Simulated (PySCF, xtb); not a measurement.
# Relative energy of two structures of HNOSi

We compare I, a singlet given by its coordinates, with II, `N#[Si]O`, a singlet. Both are isolated molecules in the gas phase, relaxed with B3LYP/6-31G*.

I (Å):

```csv
atom,x (Å),y (Å),z (Å)
N,-0.1708,0.5554,0.4741
O,0.9525,0.4505,-0.6176
Si,-0.5185,0.9087,-1.2437
H,-0.3371,-0.4276,0.7220
```

Close contacts (Å): N1–O2 1.57, N1–Si3 1.79, O2–Si3 1.66, N1–H4 1.03.

II (Å):

```xyz
4

N    -2.6585    1.3023   -2.4388
O    -0.3263   -0.8122   -3.0733
Si   -1.4950    0.2896   -2.7290
H    -0.5780   -1.5740   -3.6213
```

Estimate E(II) − E(I) at the level CCSD(T)/def2-TZVPP.

Calculated at CCSD(T)/def2-TZVPP: E(II) − E(I) = +0.117 eV, so structure I lies lower.

Level by level:

```json
{"level": "GFN2-xTB", "geometry": "GFN2-xTB", "E(II) − E(I) (eV)": "−1.807", "departure from the last row (eV)": "−1.924", "job, with rough time for the two": "optimisation, 0.093 s"}
{"level": "HF/STO-3G", "geometry": "GFN2-xTB", "E(II) − E(I) (eV)": "+3.555", "departure from the last row (eV)": "+3.438", "job, with rough time for the two": "single point, 1.1 s"}
{"level": "r2SCAN-D4/def2-SVP", "geometry": "GFN2-xTB", "E(II) − E(I) (eV)": "+0.239", "departure from the last row (eV)": "+0.123", "job, with rough time for the two": "single point, 4.7 s"}
{"level": "B3LYP/6-31G*", "geometry": "B3LYP/6-31G*", "E(II) − E(I) (eV)": "+0.577", "departure from the last row (eV)": "+0.460", "job, with rough time for the two": "optimisation, 23 s"}
{"level": "HF/def2-TZVPP", "geometry": "B3LYP/6-31G*", "E(II) − E(I) (eV)": "+0.815", "departure from the last row (eV)": "+0.699", "job, with rough time for the two": "part of the CCSD(T) run"}
{"level": "MP2/def2-TZVPP", "geometry": "B3LYP/6-31G*", "E(II) − E(I) (eV)": "−0.299", "departure from the last row (eV)": "−0.415", "job, with rough time for the two": "part of the CCSD(T) run"}
{"level": "CCSD(T)/def2-TZVPP", "geometry": "B3LYP/6-31G*", "E(II) − E(I) (eV)": "+0.117", "departure from the last row (eV)": "", "job, with rough time for the two": "single point, 32 s"}
```

GFN2-xTB, MP2/def2-TZVPP put the two in the other order. The largest departure from CCSD(T)/def2-TZVPP is that of HF/STO-3G, 3.438 eV.

With thermal terms from frequencies at re-optimised GFN2-xTB minima (ideal gas, soft modes damped towards free rotors, one conformer each, 1000 K, 1 atm): the zero-point term adds −0.025 eV; ΔH is +0.112 and ΔG +0.111 eV.

The T1 diagnostic of structures I and II is large, so the coupled-cluster value is less sure. The correlated steps freeze 7 core orbitals. Programs: PySCF 2.14.0, xtb 6.7.1 (Pople sets with spherical d functions); the last row on 2 threads of Intel(R) Xeon(R) 6975P-C (Granite Rapids) on a shared host.
